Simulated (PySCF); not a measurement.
# ClF (chlorine monofluoride) at revPBE/cc-pVTZ

Aim: the energy change on altering one bond length of ClF (chlorine monofluoride) at revPBE/cc-pVTZ, from 2 runs. The job is set up through a Python script.

The calculation is run with PySCF 2.14.0.

2 further runs of the same task are left out: 2 set aside as unsound or not needed.

## (1) The molecule

ClF has 2 atoms, charge 0, and is taken as a singlet. SMILES: `FCl`. The shape is that of a GFN2-xTB optimisation.

Bond lengths: F1–Cl2 1.682 Å.

## (2) A single-point energy at revPBE/cc-pVTZ

job.py

```python
from pyscf import gto, dft

system = gto.Mole()
system.atom = '''
F        0.000000       0.000000       0.000000
Cl       0.000000       0.000000       1.682250
'''
system.charge = 0
system.spin = 0
system.basis = 'cc-pvtz'
system.max_memory = 1860
system.verbose = 3
system.build()

mf = dft.RKS(system, xc='revpbe')
mf.conv_tol = 1e-10
mf.grids.level = 5
mf.kernel()
if not mf.converged:
    mf = mf.newton().run(mf.mo_coeff, mf.mo_occ)

e_tot = mf.e_tot
print('E = %.10f Eh' % e_tot)
```

The run is started by

```console
$ OMP_NUM_THREADS=1 python job.py
```

The log of the run:

```text
converged SCF energy = -559.902566857473
E = -559.9025668575 Eh
```

Wall time 3.3 s (1 thread of Arm Neoverse V2, shared host); peak memory 0.3 GiB.

## (3) The distorted shape

run.py

```python
from pyscf import gto, dft

molecule = gto.M(
    atom=[
    ('F', (0.000000, 0.000000, -0.504650)),
    ('Cl', (0.000000, 0.000000, 1.682250)),
],
    charge=0,
    verbose=3,
    max_memory=1860,
    basis='cc-pvtz',
)

calc0 = dft.RKS(molecule)
calc0.xc = 'revpbe'
calc0.grids.level = 5
calc0.conv_tol = 1e-10
calc0.kernel()
if not calc0.converged:
    calc0 = calc0.newton().run(calc0.mo_coeff, calc0.mo_occ)

etot = calc0.e_tot
print('E(%s) = %.9f' % ('REVPBE', etot))
```

The run is started by

```console
$ OMP_NUM_THREADS=1 python run.py
```

The log of the run:

```text
converged SCF energy = -559.847820119141
E(REVPBE) = -559.847820119
```

Run time: 3.9 s. Hardware: 1 thread of Arm Neoverse V2, shared host; peak memory 0.3 GiB.

## (4) What came out

Level: revPBE/cc-pVTZ.

```
                                                          quantity          value
                                         first shape: total energy  -559.90257 Eh
                                        first shape: dipole moment         0.91 D
                                          first shape: HOMO energy       -7.79 eV
                                          first shape: LUMO energy       -4.67 eV
                                        first shape: HOMO–LUMO gap        3.12 eV
                                     distorted shape: total energy  -559.84782 Eh
                                    distorted shape: dipole moment         1.64 D
                                      distorted shape: HOMO energy       -8.71 eV
                                      distorted shape: LUMO energy       -8.03 eV
                                    distorted shape: HOMO–LUMO gap        0.68 eV
energy change with the F1–Cl2 bond stretched from 1.682 to 2.187 Å       1.490 eV
```

With the F1–Cl2 bond stretched from 1.682 to 2.187 Å the energy rises by 1.49 eV (34 kcal/mol). The first shape isn't relaxed at this level, so the change isn't measured from a minimum.
